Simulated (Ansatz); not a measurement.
Job for Ansatz (an electronic-structure program): R-CCSD(T)/aug-cc-pVDZ on C2H4 (SMILES C=C) with ghost functions.

Ansatz 0.2 input:
```yaml
crystal:
  periodic: [false, false, false]
  atoms:
    - {symbol: C, position_ang: [0.00000000, 0.64634385, -1.60849815]}
    - {symbol: C, position_ang: [0.00000000, -0.67914355, -1.45381675]}
    - {symbol: H, position_ang: [-0.92399961, -1.24016223, -1.38784883]}
    - {symbol: H, position_ang: [0.92399961, -1.24016223, -1.38784883]}
    - {symbol: H, position_ang: [0.92403607, 1.20737602, -1.67357285]}
    - {symbol: H, position_ang: [-0.92403607, 1.20737602, -1.67357285]}
basis:
  gaussian:
    orbitals: aug-cc-pVDZ
    ghost_atoms:
      - {symbol: H, position_ang: [0.00000000, 0.08295411, 1.59016711]}
      - {symbol: C, position_ang: [0.00000000, 0.02871509, 2.67711785]}
      - {symbol: H, position_ang: [0.88825459, 0.52261990, 3.06664029]}
      - {symbol: H, position_ang: [-0.88825459, 0.52261990, 3.06664029]}
      - {symbol: H, position_ang: [0.00000000, -1.01394800, 2.98955227]}
magnetization: {spin_polarized: false}
correlation: {method: ccsd_t, electrons: outside_noble_gas}
scf: {lower_state_search: off}
```

Program output:

```
WARN ansatz: RAYON_NUM_THREADS=1 ignored (pool sized by the plan → 1); use --threads N
Functional definition: HF
these checks for a lower state are left out or cut short: stability, starts, cluster_reference, orbital_swaps, neighbouring_geometries, increment
integrals: 0.32 GiB planned
1269 factors; integrals over basis functions are off by at most 1.1e-3 eV
mean field: 0.28 GiB planned
mean field evaluation 1: about -2121.9059 eV, gradient 2.5e1 eV
mean field evaluation 2: about -2121.9060 eV, gradient 2.5e1 eV
mean field evaluation 4: about -2123.6647 eV, gradient 1.9e0 eV
mean field evaluation 8: about -2123.6787 eV, gradient 9.2e-5 eV
mean field -2123.67866607 eV, -78.0437514968 hartree, gradient 1.4e-6 eV, S^2 0.000000; 0 other end points of the search recorded, 0 dependent functions left out
2 core orbitals not correlated
reference -2123.67866607 eV, -78.0437514968 hartree; 6, 6 occupied and 133, 133 virtual orbitals, 1269 factors
second order -7.76282471 eV of doubles, -0.00000000 eV of singles
coupled cluster: 0.71 GiB planned
cycle   1  -8.26380857 eV  change   -5.0e-1 eV  update   6.1e-2
cycle   2  -8.51748137 eV  change   -2.5e-1 eV  update   2.2e-2
cycle   3  -8.55419721 eV  change   -3.7e-2 eV  update   8.2e-3
cycle   4  -8.55503803 eV  change   -8.4e-4 eV  update   2.6e-3
cycle   5  -8.55514171 eV  change   -1.0e-4 eV  update   5.7e-4
cycle   6  -8.55514282 eV  change   -1.1e-6 eV  update   1.6e-4
cycle   7  -8.55515688 eV  change   -1.4e-5 eV  update   3.7e-5
cycle   8  -8.55516555 eV  change   -8.7e-6 eV  update   1.2e-5
perturbative correction -0.30533138 eV, -0.0112207211 hartree
Total energy: -2132.53916299 eV, -78.3693687531 hartree
Checks for a lower state left out: stability, starts, cluster_reference, orbital_swaps, neighbouring_geometries, increment
```

The calculation finished and met its thresholds.

Cost: roughly 12 core-seconds.
